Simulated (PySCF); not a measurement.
Geometry:
```csv
atom,x (Å),y (Å),z (Å)
C1,-1.441,-0.146,0.406
P2,0.044,0.786,-0.086
C3,1.306,-0.483,-0.426
S4,0.590,2.188,1.141
H5,-1.704,-0.913,-0.338
H6,-2.271,0.563,0.526
H7,-1.243,-0.617,1.380
H8,-0.303,1.207,-1.404
H9,2.201,0.016,-0.821
H10,1.570,-0.966,0.526
H11,0.944,-1.234,-1.144
```

Geometry: PBE0-D3(BJ)/def2-SVP; GIAO absolute shieldings from PySCF 2.14, gas phase, non-relativistic, averaged over equivalent atoms.

At PBE0/cc-pVDZ (99 basis functions, 7.6 s wall time on 1 thread of an x86-64 server CPU, shared host):
```
              atoms  σ (ppm)
              C1/C3    175.1
                 P2    400.4
                 S4    770.7
                 H8    24.33
H5/H6/H7/H9/H10/H11    29.95
```

Predict the values at PBE0/IGLO-III on the same geometry.

Results:


| atoms | σ at PBE0/IGLO-III | change |
| --- | --- | --- |
| C1/C3 | 160.2 | -14.9 |
| P2 | 320.6 | -79.8 |
| S4 | 732.0 | -38.7 |
| H8 | 23.92 | -0.41 |
| H5/H6/H7/H9/H10/H11 | 29.92 | -0.03 |

The largest change is at P2 (phosphorus bonded to 2 C, S, H). Cost: 228 basis functions, 23 s wall time on 1 thread of an x86-64 server CPU, shared host.
